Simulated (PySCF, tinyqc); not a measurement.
RHF in the sto-3g basis, for CH+, spin multiplicity 1, step by step. This run ends on a higher stationary point, not on the lowest solution. The lowest restricted solution is unstable here: a spin-polarised one lies 0.0095 hartree lower (PySCF). One step of it, computed by the program tinyqc.

Problem. Orthogonalisation. S = U s U^T; symmetric (Loewdin) form X = U s^(-1/2) U^T, so that X^T S X = 1.

overlap S, lower triangle:
```
           1C 1s     1C 2s    1C 2px    1C 2py    1C 2pz     2H 1s
1C 1s   1.000000
1C 2s   0.248362  1.000000
1C 2px  0.000000  0.000000  1.000000
1C 2py  0.000000  0.000000  0.000000  1.000000
1C 2pz  0.000000  0.000000  0.000000  0.000000  1.000000
2H 1s   0.042277  0.399294  0.000000  0.000000  0.405548  1.000000
```

Give: eigenvalues of S; X.

Solution.

eigenvalues of S: 0.4139  0.8186  1.0000  1.0000  1.1560  1.6115

X, lower triangle:
```
          1C 1s    1C 2s  1C 2px  1C 2py   1C 2pz   2H 1s
1C 1s    1.0254
1C 2s   -0.1384   1.1078
1C 2px   0.0000   0.0000  1.0000
1C 2py   0.0000   0.0000  0.0000  1.0000
1C 2pz  -0.0090   0.0827  0.0000  0.0000   1.0819
2H 1s    0.0237  -0.2605  0.0000  0.0000  -0.2589  1.1624
```
